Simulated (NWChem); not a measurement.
# hydroxide (OH anion); SMILES [OH-]

```xyz
2

O      0.0000     0.0000     0.1031
H      0.0000     0.0000    -0.8644
```
Atoms are numbered in this order, from 1.

Level: B3LYP/def2-SVPD (NWChem), optimised geometry, unscaled harmonic frequencies. The highest occupied level is positive, so the extra electron may be held by the finite basis.

### Question
List the harmonic frequencies with IR intensities, and the thermochemistry.

### Answer
```json
[
 {"frequency (cm⁻¹)": "3775", "IR intensity (km/mol)": "62.3"}
]
```

- zero-point energy = 5.4 kcal/mol
- thermal correction to the enthalpy at 298.15 K (with zero-point energy) = 7.5 kcal/mol
- heat capacity Cv = 5.0 cal/(mol K)
- entropy at 298.15 K and 1 atm (symmetry number 1) = 41.2 cal/(mol K)

Rigid rotor and harmonic oscillator.
